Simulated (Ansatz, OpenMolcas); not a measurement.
Heat of formation of SO2 (sulfur dioxide) from total energies

SO2 has 3 atoms, charge 0, and is taken as a singlet. SMILES: `O=S=O`. The coordinates come from a PBE0-D4/def2-TZVP relaxation.

```xyz
3

O    -0.9744    0.6459   -0.4595
S     0.2695    0.3574    0.1868
O     0.7049   -1.0033    0.2727
```

Total energies at HF/def2-TZVPP (OpenMolcas 26.06); the atoms run unrestricted:

```tsv
species	state	energy (Eh)
SO2	singlet	-547.303107
O	triplet	-74.815625
S	triplet	-397.501998
```

Harmonic wavenumbers at PBE0-D4/def2-TZVP, in cm⁻¹: 532, 1217, 1420.

Measured heats of formation of the gaseous atoms at 298.15 K, in kJ/mol: O 249.2, S 277.0. Spin-orbit lowering of the atoms at 298 K (mean of the ground term's levels less their thermal mean, from spectra), in kJ/mol: O 0.40, S 1.88. Take 1 Eh = 2625.50 kJ/mol, 1 cm⁻¹ = 0.0119627 kJ/mol, RT = 2.479 kJ/mol.

Task: Work out the heat of formation of the gas at 298 K.

Result: 
1. Electronic atomisation energy: 2 × (-74.815625) + (-397.501998) − (-547.303107) = 0.169859 Eh = 446.0 kJ/mol.
2. Zero-point energy: half the sum of the wavenumbers, 1584.5 cm⁻¹ = 19.0 kJ/mol.
3. Thermal vibrational enthalpy, Σ hcν̃/(exp(hcν̃/kT) − 1): 0.6 kJ/mol. Translation, rotation and pV of a non-linear molecule: 4 RT = 9.9 kJ/mol.
4. The 3 free atoms carry 5/2 RT each: 18.6 kJ/mol.
5. Spin-orbit coupling lowers the free atoms by 2 × 0.40 + 1.88 = 2.7 kJ/mol.
6. Atomisation enthalpy at 298 K: 446.0 − 2.7 − 19.0 − 0.6 − 9.9 + 18.6 = 432.4 kJ/mol.
7. Sum of the atoms' heats of formation: 775.4 kJ/mol. Heat of formation: 775.4 − 432.4 = +343.0 kJ/mol.

The tabulated value is -296.8 kJ/mol (NIST-JANAF tables), so this level is off by +639.8 kJ/mol, or 59.7 % of the atomisation enthalpy. Hartree–Fock leaves out correlation, which is larger in the molecule than in the atoms, so it underbinds and puts the heat of formation too high. Anharmonicity and any spin-orbit splitting of the molecule are left out.
